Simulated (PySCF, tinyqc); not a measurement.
Inside a calculation. Method: CID on RHF in the sto-6g basis, frozen core, for BH, spin multiplicity 1. The lowest restricted solution is unstable here: a spin-polarised one lies 0.0637 hartree lower (PySCF). Computed by tinyqc, a small Python program that keeps every step (integrals from PySCF). Settings: charge = 0, multiplicity = 1, basis = sto-6g, method = RHF, frozen orbitals = 1, energy threshold = 1e-10, iteration cap = 68, orthogonalisation = canonical, start = core, DIIS depth = 6, ci = CID, davidson = 1. Command: `OMP_NUM_THREADS=1 python tinyqc.py 23282 23283 out.jsonl` (the two numbers bound the seeds that draw the settings). One thread of a shared host (Intel(R) Xeon(R) Processor @ 2.60GHz), about 0.1 s of CPU time with the checks. The early iterations of the SCF are left out here.

## One-electron integrals

Geometry (angstrom):
```
atom         x         y         z
B     0.000000  0.000000  0.000000
H     0.000000  0.000000  2.220000
```

Basis sto-6g: exponents (1/bohr^2) and contraction coefficients of normalised primitives:
```
element  l (shell)    exponent  coefficient
B            s (1)  506.011147     0.009164
B            s (1)   92.776814     0.049362
B            s (1)   25.955658     0.168538
B            s (1)    8.916445     0.370563
B            s (1)    3.462507     0.416492
B            s (1)    1.426054     0.130334
B            s (2)   23.194575    -0.013253
B            s (2)    4.590810    -0.046992
B            s (2)    1.426819    -0.033785
B            s (2)    0.548948     0.250242
B            s (2)    0.238410     0.595117
B            s (2)    0.109280     0.240706
B            p (3)   23.194575     0.003760
B            p (3)    4.590810     0.037679
B            p (3)    1.426819     0.173897
B            p (3)    0.548948     0.418036
B            p (3)    0.238410     0.425859
B            p (3)    0.109280     0.101708
H            s (1)   35.523221     0.009164
H            s (1)    6.513144     0.049361
H            s (1)    1.822143     0.168538
H            s (1)    0.625955     0.370563
H            s (1)    0.243077     0.416492
H            s (1)    0.100112     0.130334
```

Overlap, kinetic and nuclear-attraction integrals over the contracted functions; the nuclear repulsion is the sum of Za Zb / Rab.

nuclear repulsion = 1.19184057 hartree

overlap S, lower triangle:
```
           1B 1s     1B 2s    1B 2px    1B 2py    1B 2pz     2H 1s
1B 1s   1.000000
1B 2s   0.264891  1.000000
1B 2px  0.000000  0.000000  1.000000
1B 2py  0.000000  0.000000  0.000000  1.000000
1B 2pz  0.000000  0.000000  0.000000  0.000000  1.000000
2H 1s   0.006502  0.117570  0.000000  0.000000  0.151065  1.000000
```

kinetic energy T (hartree), lower triangle:
```
            1B 1s      1B 2s    1B 2px    1B 2py    1B 2pz     2H 1s
1B 1s   10.947243
1B 2s   -0.333880   0.374498
1B 2px   0.000000   0.000000  1.125026
1B 2py   0.000000   0.000000  0.000000  1.125026
1B 2pz   0.000000   0.000000  0.000000  0.000000  1.125026
2H 1s   -0.003034  -0.012046  0.000000  0.000000  0.000726  0.768522
```

nuclear attraction V (hartree), lower triangle:
```
             1B 1s      1B 2s     1B 2px     1B 2py     1B 2pz      2H 1s
1B 1s   -23.630089
1B 2s    -2.807331  -3.988405
1B 2px    0.000000   0.000000  -3.979320
1B 2py    0.000000   0.000000   0.000000  -3.979320
1B 2pz   -0.005613  -0.054484   0.000000   0.000000  -4.006069
2H 1s    -0.074710  -0.314352   0.000000   0.000000  -0.378757  -2.431177
```

core Hamiltonian H = T + V (hartree), lower triangle:
```
             1B 1s      1B 2s     1B 2px     1B 2py     1B 2pz      2H 1s
1B 1s   -12.682846
1B 2s    -3.141211  -3.613907
1B 2px    0.000000   0.000000  -2.854294
1B 2py    0.000000   0.000000   0.000000  -2.854294
1B 2pz   -0.005613  -0.054484   0.000000   0.000000  -2.881043
2H 1s    -0.077745  -0.326398   0.000000   0.000000  -0.378031  -1.662654
```

## Two-electron integrals

Functions are numbered as in S; the eight-fold symmetry (ij|kl) = (ji|kl) = (kl|ij) leaves the list below.

Two-electron integrals (ij|kl) in chemists' order, unique and non-zero (hartree):
```
(11|11) 2.924993   (21|11) 0.480756   (21|21) 0.099484   (22|11) 0.743449
(22|21) 0.188967   (22|22) 0.544922   (31|31) 0.021096   (32|31) 0.030854
(32|32) 0.120443   (33|11) 0.743450   (33|21) 0.188967   (33|22) 0.544922
(33|33) 0.587109   (41|41) 0.021096   (42|41) 0.030854   (42|42) 0.120443
(43|43) 0.031641   (44|11) 0.743450   (44|21) 0.188967   (44|22) 0.544922
(44|33) 0.523827   (44|44) 0.587109   (51|51) 0.021096   (52|51) 0.030854
(52|52) 0.120443   (53|53) 0.031641   (54|54) 0.031641   (55|11) 0.743450
(55|21) 0.188967   (55|22) 0.544922   (55|33) 0.523827   (55|44) 0.523827
(55|55) 0.587109   (61|11) 0.012006   (61|21) 0.002419   (61|22) 0.004597
(61|33) 0.004573   (61|44) 0.004573   (61|51) 0.000193   (61|52) 0.000377
(61|55) 0.004645   (61|61) 0.000061   (62|11) 0.050057   (62|21) 0.013075
(62|22) 0.044389   (62|33) 0.043053   (62|44) 0.043053   (62|51) 0.001431
(62|52) 0.010056   (62|55) 0.047062   (62|61) 0.000342   (62|62) 0.006675
(63|31) 0.000997   (63|32) 0.005240   (63|53) 0.001618   (63|63) 0.000502
(64|41) 0.000997   (64|42) 0.005240   (64|54) 0.001618   (64|64) 0.000502
(65|11) 0.056859   (65|21) 0.014986   (65|22) 0.052970   (65|33) 0.050587
(65|44) 0.050587   (65|51) 0.002326   (65|52) 0.015662   (65|55) 0.057734
(65|61) 0.000403   (65|62) 0.009144   (65|65) 0.012808   (66|11) 0.238317
(66|21) 0.063123   (66|22) 0.237594   (66|33) 0.229194   (66|44) 0.229194
(66|51) 0.005597   (66|52) 0.053436   (66|55) 0.254393   (66|61) 0.001641
(66|62) 0.054198   (66|65) 0.078922   (66|66) 0.774999
```

## Orthogonalisation

S = U s U^T; canonical form X = U s^(-1/2), so that X^T S X = 1. Each column of U has its largest component positive (the first on a tie).

eigenvalues of S: 0.704880  0.862812  1.000000  1.000000  1.131464  1.300844

X:
```
                1          2          3         4          5         6
1B 1s   -0.725330   0.390485   0.000000  0.000000  -0.340418  0.530778
1B 2s    0.818415  -0.185964   0.000000  0.000000  -0.182758  0.594812
1B 2px   0.000000   0.000000   0.895426  0.445210   0.000000  0.000000
1B 2py   0.000000   0.000000  -0.445210  0.895426   0.000000  0.000000
1B 2pz   0.215062   0.729830   0.000000  0.000000   0.646512  0.163778
2H 1s   -0.420145  -0.662789   0.000000  0.000000   0.562626  0.326163
```

Within a degenerate level the vectors are fixed only up to a rotation; this is one choice.

## Iteration 9 (converged): orbitals

converged F (hartree), lower triangle:
```
            1B 1s      1B 2s    1B 2px    1B 2py     1B 2pz      2H 1s
1B 1s   -7.505099
1B 2s   -2.092843  -0.993096
1B 2px   0.000000   0.000000  0.222022
1B 2py   0.000000   0.000000  0.000000  0.222022
1B 2pz  -0.010352   0.023879  0.000000  0.000000   0.042028
2H 1s   -0.054231  -0.136770  0.000000  0.000000  -0.197664  -0.087298
```

Diagonalise F' = X^T F X, C = X C', fill 3 alpha and 3 beta electrons from the bottom; D = 2 C_occ C_occ^T. Each column has its largest component positive (the first on a tie).

F' = X^T F X (hartree), lower triangle:
```
           1          2         3         4          5          6
1  -2.034037
2   1.461016  -0.717521
3   0.000000   0.000000  0.222022
4   0.000000   0.000000  0.000000  0.222022
5  -1.384483   1.004165  0.000000  0.000000  -1.269355
6   2.441820  -1.647527  0.000000  0.000000   1.977043  -3.885477
```

orbital energies (hartree): MO1 -7.506793, MO2 -0.454256, MO3 -0.186025, MO4 0.222022, MO5 0.222022, MO6 0.240684

coefficients C:
```
              MO1        MO2        MO3        MO4       MO5        MO6
1B 1s    0.995631  -0.280064   0.062144   0.000000  0.000000  -0.051116
1B 2s    0.016069   0.996316  -0.244413   0.000000  0.000000   0.197344
1B 2px   0.000000   0.000000   0.000000  -0.209047  0.977906   0.000000
1B 2py   0.000000   0.000000   0.000000   0.977906  0.209047   0.000000
1B 2pz   0.001447  -0.005620   0.571380   0.000000  0.000000   0.834982
2H 1s   -0.001070   0.185226   0.730264   0.000000  0.000000  -0.686401
```

D after iteration 9, lower triangle:
```
            1B 1s      1B 2s    1B 2px    1B 2py    1B 2pz     2H 1s
1B 1s    2.147158
1B 2s   -0.556446   2.105284
1B 2px   0.000000   0.000000  0.000000
1B 2py   0.000000   0.000000  0.000000  0.000000
1B 2pz   0.077046  -0.290457  0.000000  0.000000  0.653018
2H 1s   -0.015118   0.012081  0.000000  0.000000  0.832432  1.135189
```

Within a degenerate level the vectors are fixed only up to a rotation; this is one choice.

## Convergence

Stop when the energy changes by less than 1e-10 hartree and every element of the error matrix X^T (F D S - S D F) X is below 3e-06.

Course of the cycle:
```
iteration   E (hartree)     change  largest element of the error matrix
1          -24.25139107          -                             1.38e-01
2          -24.60457224  -3.53e-01                             2.18e-01
3          -24.74090542  -1.36e-01                             1.82e-01
4          -24.78821127  -4.73e-02                             1.29e-01
5          -24.80564826  -1.74e-02                             7.71e-02
6          -24.81388895  -8.24e-03                             7.65e-03
7          -24.81396047  -7.15e-05                             2.32e-03
8          -24.81396774  -7.27e-06                             2.81e-06
9          -24.81396774  -1.37e-11                             2.92e-07
```

PySCF RHF in the same basis = -24.81396774 hartree

Converged in 9 iterations.

## Integrals over molecular orbitals

(pq|rs) = sum C_ip C_jq C_kr C_ls (ij|kl), one index at a time.

one-electron integrals over orbitals h = C^T H C (hartree), lower triangle:
```
            1          2          3          4          5          6
1  -12.673557
2    0.362030  -2.997280
3   -0.074632   0.199269  -2.187897
4    0.000000   0.000000   0.000000  -2.854294
5    0.000000   0.000000   0.000000   0.000000  -2.854294
6    0.066792  -0.240430  -0.577256   0.000000   0.000000  -2.403693
```

Two-electron integrals over orbitals (pq|rs), unique and non-zero (hartree); the lowest 1 orbital is frozen and left out:
```
(22|22) 0.497317    (32|22) -0.043841   (32|32) 0.079125    (33|22) 0.367952
(33|32) 0.034824    (33|33) 0.472400    (42|42) 0.105839    (43|42) -0.022160
(43|43) 0.016507    (44|22) 0.516962    (44|32) -0.058041   (44|33) 0.350188
(44|44) 0.587109    (52|52) 0.105839    (53|52) -0.022160   (53|53) 0.016507
(54|54) 0.031641    (55|22) 0.516962    (55|32) -0.058041   (55|33) 0.350188
(55|44) 0.523827    (55|55) 0.587109    (62|22) 0.041105    (62|32) 0.033640
(62|33) -0.019724   (62|44) 0.047104    (62|55) 0.047104    (62|62) 0.073493
(63|22) 0.117142    (63|32) -0.085647   (63|33) -0.073025   (63|44) 0.135130
(63|55) 0.135130    (63|62) 0.032460    (63|63) 0.191906    (64|42) 0.017541
(64|43) 0.011638    (64|64) 0.023216    (65|52) 0.017541    (65|53) 0.011638
(65|65) 0.023216    (66|22) 0.432400    (66|32) 0.026716    (66|33) 0.451601
(66|44) 0.423217    (66|55) 0.423217    (66|62) 0.028897    (66|63) -0.000766
(66|66) 0.483999
```

## CID: determinants and Hamiltonian

one-electron integrals dressed by the frozen orbital, h + 2 (pq|11) - (p1|1q) (hartree), lower triangle:
```
           2          3          4          5          6
2  -1.608352
3   0.009016  -1.315204
4   0.000000   0.000000  -1.389932
5   0.000000   0.000000   0.000000  -1.389932
6  -0.087305  -0.127618   0.000000   0.000000  -1.261918
```

energy of the frozen orbital, 2 h_11 + (11|11) = -22.44197200 hartree

Hartree-Fock energy = -24.81396774 hartree

Slater-Condon rules over spin orbitals, with the nuclear repulsion and the energy of the frozen orbital added and E(HF) subtracted on the diagonal. Only determinants linked to the reference directly or through others are kept (one block of an abelian symmetry group), so some states are absent.

Occupation strings over the orbitals (2 doubly, a alpha, b beta, 0 empty; spin orbitals ordered 1a 1b 2a 2b ...): 222000 220200 2ab200 220020 2ab020 220002 2ab002 2ba200 202200 2ba020 202020 2ba002 202002

H - E(HF) between determinants (hartree), lower triangle:
```
           222000     220200     2ab200     220020     2ab020     220002     2ab002    2ba200
222000   0.000000
220200   0.016507   0.507867
2ab200   0.022160  -0.128746   0.427431
220020   0.016507   0.031641   0.000000   0.507867
2ab020   0.022160   0.000000   0.031641  -0.128746   0.427431
220002   0.191906   0.023216   0.000000   0.023216   0.000000   0.387227
2ab002  -0.032460   0.000000   0.023216   0.000000   0.023216  -0.013853   0.470998
2ba200  -0.022160   0.128746  -0.079125   0.000000   0.000000   0.000000   0.000000  0.427431
202200   0.105839   0.079125  -0.050081   0.000000   0.000000   0.000000   0.000000  0.050081
2ba020  -0.022160   0.000000   0.000000   0.128746  -0.079125   0.000000   0.000000  0.031641
202020   0.105839   0.000000   0.000000   0.079125  -0.050081   0.000000   0.000000  0.000000
2ba002   0.032460   0.000000   0.000000   0.000000   0.000000   0.013853  -0.079125  0.023216
202002   0.073493   0.000000   0.000000   0.000000   0.000000   0.079125   0.064813  0.000000

          202200    2ba020    202020     2ba002    202002
202200  0.580810
2ba020  0.000000  0.427431
202020  0.031641  0.050081  0.580810
2ba002  0.000000  0.023216  0.000000   0.470998
202002  0.023216  0.000000  0.023216  -0.064813  0.788583
```

## CID: roots

Diagonalise (each vector has its largest component positive (the first on a tie)); all determinants have Ms = 0, so triplets appear too. The lowest singlet root is the correlation energy.

lowest roots of this matrix, relative to E(HF) (hartree): -0.114440  0.293351  0.316666  0.336396  0.352541  0.419280  0.427591  0.484423

lowest vectors:
```
           root 1     root 2     root 3     root 4
222000   0.912956   0.000000   0.000000  -0.065959
220200  -0.012439   0.502606   0.000000   0.440066
2ab200  -0.045525   0.351475   0.500000   0.304056
220020  -0.012439  -0.502606   0.000000   0.440066
2ab020  -0.045525  -0.351475  -0.500000   0.304056
220002  -0.338651   0.000000   0.000000  -0.426905
2ab002   0.045012   0.000000   0.000000  -0.142029
2ba200   0.045525  -0.351475   0.500000  -0.304056
202200  -0.136442  -0.017842   0.000000  -0.001143
2ba020   0.045525   0.351475  -0.500000  -0.304056
202020  -0.136442   0.017842   0.000000  -0.001143
2ba002  -0.045012   0.000000   0.000000   0.142029
202002  -0.044074   0.000000   0.000000   0.126253
```

<S^2> of these roots: 0.000000  0.000000  2.000000  0.000000  2.000000  2.000000  0.000000  0.000000

weight of the ground state by excitation level 0, 1, 2, ...: 0.833488  0.000000  0.166512

The reference has a weight of only 0.83: one determinant is a poor start here.

## The lowest root by the Davidson method

Start from the reference; add the residual divided by (theta - H_ii), orthogonalised, at each step.

Davidson iterations:
```
iteration  subspace  lowest Ritz value (hartree)  residual norm
1                 1                            0       2.63e-01
2                 2                  -0.11349887       2.70e-02
3                 3                  -0.11439707       5.89e-03
4                 4                  -0.11443898       6.56e-04
5                 5                  -0.11443974       1.11e-04
6                 6                  -0.11443976       1.33e-05
7                 7                  -0.11443976       6.89e-17
```
